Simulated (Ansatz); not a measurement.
## AlNH3 (SMILES [NH2][AlH]): where methods fail along a bond

AlNH3 has 5 atoms, charge 0, and is taken as a doublet. SMILES: `[NH2][AlH]`. Geometry: relaxed at PBE0-D4/def2-TZVP. This is one conformer, not always the lowest.

| atom | x (Å) | y (Å) | z (Å) |
| --- | --- | --- | --- |
| N | -0.1166 | -0.6608 | 0.1751 |
| Al | 0.8366 | 0.8339 | 0.1208 |
| H | 0.1485 | -1.5053 | 0.6555 |
| H | -1.0103 | -0.7828 | -0.2774 |
| H | 0.1918 | 2.0414 | -0.7154 |

The N1–H4 distance is scanned; the parts on either side stay rigid. Basis STO-3G, 6 core orbitals frozen in the correlated methods; program Ansatz 0.2.0. FCI is exact within this basis and core. Energies in eV from each method's value at 1.009 Å; open shells run as named. The shape above is that at 1.009 Å.

| distance (Å) | UPBE | UB3LYP | U-r2SCAN0 | RPA@PBE | UCCSD | UCCSD(T) | UCCSDT | FCI |
| --- | --- | --- | --- | --- | --- | --- | --- | --- |
| 1.009 | 0.00 | 0.00 | 0.00 | 0.00 | 0.00 | 0.00 | 0.00 | 0.00 |
| 1.261 | 0.66 | 0.74 | 0.89 | 0.63 | 0.72 | 0.71 | 0.71 | 0.71 |
| 1.514 | 2.11 | 2.32 | 2.63 | 2.16 | 2.25 | 2.23 | 2.22 | 2.22 |
| 2.018 | 4.09 | 4.38 | 4.62 | 4.17 | 4.09 | 4.01 | 3.95 | 3.96 |
| 2.523 | 4.51 | 4.86 | 5.07 | 4.09 | 4.23 | 4.12 | 4.03 | 4.04 |

Departure from the FCI curve at its largest: UPBE +0.46 eV at 2.52 Å; UB3LYP +0.81 eV at 2.52 Å; U-r2SCAN0 +1.03 eV at 2.52 Å; RPA@PBE +0.22 eV at 2.02 Å; UCCSD +0.18 eV at 2.52 Å; UCCSD(T) +0.08 eV at 2.52 Å; UCCSDT -0.01 eV at 2.52 Å. For the functionals part of the departure is owed to the small basis.
